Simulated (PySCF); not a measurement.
Species: C4H4O2.
SMILES: `O=c1cc1CO`

The calculation used EOM-IP-CCSD/aug-cc-pVDZ in PySCF, restricted Hartree–Fock reference, 6 core orbitals frozen, non-relativistic, gas phase, PBE0-D3(BJ)/def2-SVP geometry.

Hartree–Fock orbital energies give these Koopmans values (eV): HOMO 10.55, HOMO-1 11.13, HOMO-2 13.26, HOMO-3 14.64, HOMO-4 15.35, HOMO-5 15.90, HOMO-6 16.74, HOMO-7 17.69.

Problem. What vertical ionisation energies does EOM-IP-CCSD give?

Solution. 
```json
{"leading hole (HF orbital)": "HOMO", "Koopmans (eV)": "10.55", "EOM-IP-CCSD (eV)": "9.19", "change (eV)": "-1.36", "one-hole share": "0.95"}
{"leading hole (HF orbital)": "HOMO-1", "Koopmans (eV)": "11.13", "EOM-IP-CCSD (eV)": "10.69", "change (eV)": "-0.44", "one-hole share": "0.95"}
{"leading hole (HF orbital)": "HOMO-2", "Koopmans (eV)": "13.26", "EOM-IP-CCSD (eV)": "11.46", "change (eV)": "-1.80", "one-hole share": "0.95"}
{"leading hole (HF orbital)": "HOMO-3", "Koopmans (eV)": "14.64", "EOM-IP-CCSD (eV)": "13.10", "change (eV)": "-1.54", "one-hole share": "0.95"}
{"leading hole (HF orbital)": "HOMO-4", "Koopmans (eV)": "15.35", "EOM-IP-CCSD (eV)": "13.82", "change (eV)": "-1.53", "one-hole share": "0.94"}
{"leading hole (HF orbital)": "HOMO-5", "Koopmans (eV)": "15.90", "EOM-IP-CCSD (eV)": "14.58", "change (eV)": "-1.32", "one-hole share": "0.93"}
{"leading hole (HF orbital)": "HOMO-6", "Koopmans (eV)": "16.74", "EOM-IP-CCSD (eV)": "14.87", "change (eV)": "-1.87", "one-hole share": "0.93"}
{"leading hole (HF orbital)": "HOMO-7", "Koopmans (eV)": "17.69", "EOM-IP-CCSD (eV)": "15.98", "change (eV)": "-1.71", "one-hole share": "0.94"}
```

Problem. Does the order of the lines follow the orbital energies?

Solution. Yes, no two lines change places. The corrections run from -1.87 to -0.44 eV, with a mean of -1.45 eV over the 8 lines; no line lies above its Koopmans value. Koopmans values leave out both the relaxation of the orbitals and the change in correlation energy.

Problem. At what kinetic energies would He I light (21.22 eV) eject these electrons?

Solution. 12.03 eV (HOMO), 10.53 eV (HOMO-1), 9.76 eV (HOMO-2), 8.12 eV (HOMO-3), 7.40 eV (HOMO-4), 6.64 eV (HOMO-5), 6.35 eV (HOMO-6), 5.24 eV (HOMO-7).

Problem. What total energy has the lowest final state, and which wavelength reaches it?

Solution. E(CCSD) + ionisation energy = -304.41595 + 0.33773 = -304.07822 Eh, at the geometry of the initial state. The threshold wavelength is 1239.84 eV nm/9.19 eV = 134.9 nm.

One root was sought for each valence orbital with −ε under 21 eV, eight at most, so deeper holes and satellites are missing; no vibrational structure.

Shape of the structure used: `[O:1]=[c:2]1[cH:3][c:4]1[CH2:5][OH:6]`: C3–C4–C5–O6 164°, H–O6–C5–C4 51°.

One conformer stands for the species.
